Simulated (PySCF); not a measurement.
Trifluoromethoxymethane, C2H3F3O.
SMILES with atom numbers: `[CH3:1][O:2][C:3]([F:4])([F:5])[F:6]` (hydrogens: H7, H8, H9 on C1)

Geometry (GFN2-xTB, Å), atoms numbered from 1 in this order:
```
atom  x, y, z in Å
C1    -1.1758    0.0399   -0.2307
O2     0.0317    0.7958   -0.0669
C3     1.0887    0.0907    0.2801
F4     1.4195   -0.8647   -0.6112
F5     2.1409    0.8862    0.4066
F6     0.9446   -0.5634    1.4496
H7    -1.4533   -0.4448    0.7072
H8    -1.0560   -0.7054   -1.0192
H9    -1.9268    0.7717   -0.5135
```

A PySCF run (density fitting, gas phase, GFN2-xTB geometry) gave HOMO -7.90 eV, LUMO 0.55 eV, dipole 2.50 D.

Question: Which of these levels was it?
A. PBE0/pcSseg-1
B. KT3/6-311G**
C. WP04/pcSseg-1
D. CAM-B3LYP/def2-SVPD
E. PBE0/def2-SVP

Answer: B. It is KT3/6-311G**. All candidates on this geometry:

```json
{"level and settings": "KT3/6-311G**, grid level 3", "kind": "GGA", "basis functions": "126", "SCF cycles": "14", "E (Eh)": "-458.6438", "HOMO (eV)": "-7.90", "LUMO (eV)": "0.55", "dipole (D)": "2.50"}
{"level and settings": "WP04/pcSseg-1", "kind": "global hybrid fitted to proton shifts", "basis functions": "117", "SCF cycles": "14", "E (Eh)": "-461.0830", "HOMO (eV)": "-10.92", "LUMO (eV)": "-0.04", "dipole (D)": "2.93"}
{"level and settings": "PBE0/pcSseg-1", "kind": "global hybrid", "basis functions": "117", "SCF cycles": "12", "E (Eh)": "-452.2919", "HOMO (eV)": "-9.66", "LUMO (eV)": "1.61", "dipole (D)": "2.77"}
{"level and settings": "PBE0/def2-SVP", "kind": "global hybrid", "basis functions": "99", "SCF cycles": "12", "E (Eh)": "-451.9850", "HOMO (eV)": "-9.55", "LUMO (eV)": "2.10", "dipole (D)": "2.68"}
{"level and settings": "CAM-B3LYP/def2-SVPD", "kind": "range-separated hybrid", "basis functions": "156", "SCF cycles": "12", "E (Eh)": "-452.3376", "HOMO (eV)": "-11.28", "LUMO (eV)": "1.17", "dipole (D)": "2.77"}
```

The nearest other candidate, by the summed differences of HOMO and LUMO, is PBE0/pcSseg-1: its HOMO differs by -1.76 eV and its LUMO by +1.06 eV. Cycle counts include a coarse-grid stage where the run had one. All basis functions are spherical, in the Pople sets too. KT3 and WP04 were designed for NMR shieldings or shifts; total energies of different functionals aren't comparable.
